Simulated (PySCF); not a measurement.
A species of formula C4H5FO has this rotational fingerprint, computed with PySCF 2.14.0, PBE0-D3(BJ)/def2-SVP geometry optimisation, gas phase:

- Rotational constants: A = 7600, B = 2691, C = 2348 MHz
- Dipole components: |μa| = 2.62 D, |μb| = 1.72 D, |μc| = 0.00 D
- Inertial defect: -39.12 u·Å²
- κ: -0.87

Question: Which structure is it? (One computed conformer of each.)
A. `[CH3:1][C:2]1=[C:3]([F:4])[C@@H:5]1[OH:6]` with C3–C5–O6–H -172°
B. `[O:1]=[C:2]([F:3])[CH:4]1[CH2:5][CH2:6]1` with O1–C2–C4–C5 34°
C. `[CH2:1]=[C:2]([F:3])[C:4]([CH3:5])=[O:6]` with C1–C2–C4–C5 180°

Answer: B. It is O=C(F)C1CC1, an asymmetric top, point group Cs. The candidates at the same level (rigid rotor, commonest isotopes):

```tsv
SMILES	A (MHz)	B (MHz)	C (MHz)	μa (D)	μb (D)	μc (D)	Δ (u·Å²)	point group	rotor
O=C(F)C1CC1	7600	2691	2348	2.62	1.72	0.00	-39.12	Cs	asymmetric top
C=C(F)C(C)=O	5240	3516	2132	0.83	1.12	0.02	-3.14	–	asymmetric top
CC1=C(F)[C@@H]1O	3864	3525	1993	2.49	0.41	1.18	-20.55	C1	asymmetric top
```

`C=C(F)C(C)=O` has A 31 % too low; `CC1=C(F)[C@@H]1O` has A 49 % too low. In the right answer the mirror of this Cs structure is the ab plane, so μc vanishes by symmetry (the 0.02 D computed is a residue). No structure here is proved a minimum.
